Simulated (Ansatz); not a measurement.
```yaml
crystal:
  periodic: [false, false, false]
  atoms:
    - {symbol: O, position_ang: [0.868348, 0.242983, 0.504737]}
    - {symbol: N, position_ang: [0.148935, -0.482541, 0.029911]}
    - {symbol: F, position_ang: [-1.017293, 0.239567, -0.534657]}
basis:
  gaussian: {orbitals: pcseg-2}
total_charge: -3
magnetization: {spin_polarized: true, initial_magnetization: 1}
hamiltonian: {xc: {name: wB97M-V}}
```

```sh
$ ansatz run in.yaml --threads 2 --pin off --events-out ev --progress --plain --max-ram 32768MiB --backend cpu
```

Shortened log:

```
Functional definition: wB97M-V
  name "wB97M-V"
  cite "Mardirossian & Head-Gordon, J. Chem. Phys. 144, 214110 (2016) doi:10.1063/1.4952647"
  cite "Becke, J. Chem. Phys. 107, 8554 (1997) doi:10.1063/1.475007"
  cite "Vydrov & Van Voorhis, J. Chem. Phys. 133, 244103 (2010) doi:10.1063/1.3521275"
  # Of w^i u^j: cxij and so on, Table III.
  parameter omega = 0.3/bohr
  parameter cx = 0.15
  parameter cx01 = 1.007
  parameter cx10 = 0.259
  parameter css00 = 0.443
  parameter css04 = -1.437
  parameter css10 = -4.535
  parameter css20 = -3.390
  parameter css43 = 4.278
  parameter cos00 = 1.000
  parameter cos10 = 1.358
  parameter cos20 = 2.924
  parameter cos21 = -8.812
  parameter cos60 = -1.390
  parameter cos61 = 9.142
  parameter b = 6.0
  parameter c = 0.01
  gx(w, u) = 1 - cx + cx01*u + cx10*w
  gss(w, u) = css00 + css04*u^4 + css10*w + css20*w^2 + css43*w^4*u^3
  gos(w, u) = cos00 + cos10*w + (cos20 + cos21*u)*w^2 + (cos60 + cos61*u)*w^6
  exchange = spin_sum(e_x_unif_sr(omega)*gx(b97_w, b97_u_x)) + cx*exact_x_sr(omega) + exact_x_lr(omega)
  correlation = spin_sum(e_c_pw_mod_same_spin*gss(b97_w, b97_u_same))
      + integral(e_c_pw_mod_opposite_spin*gos(b97_w_opposite, b97_u_opposite)) + vv10(b, c)
461 factors; their error is unknown
87 factors; integrals over basis functions are off by at most 1.7e-5 eV
mean field evaluation 1: about -6163.0207 eV, gradient 1.2e2 eV
mean field evaluation 2: about -6138.3435 eV, gradient 1.6e2 eV
mean field evaluation 4: about -6220.1316 eV, gradient 2.3e1 eV
mean field evaluation 8: about -6221.8157 eV, gradient 4.8e-1 eV
mean field evaluation 16: about -6222.3209 eV, gradient 3.1e0 eV
a density is far from that of the atoms, so the factors are made again for it
610 factors; integrals over basis functions are off by at most 8.3e-4 eV
105 factors; integrals over basis functions are off by at most 6.0e-6 eV
mean field evaluation 64: about -6223.5399 eV, gradient 1.9e-5 eV
mean field -6223.53991935 eV, -228.7108735693 hartree, gradient 2.2e-5 eV, S^2 0.750953; 0 other end points of the search recorded, 0 dependent functions left out
reference -6223.53994182 eV, -228.7108743950 hartree; 14, 13 occupied and 76, 77 virtual orbitals, 610 factors
Total energy: -6223.53994182 eV, -228.7108743950 hartree
```

In this input the charge is far from anything that the molecule holds. The calculation finished and met its thresholds. The result belongs to that input, not to the molecule as meant.
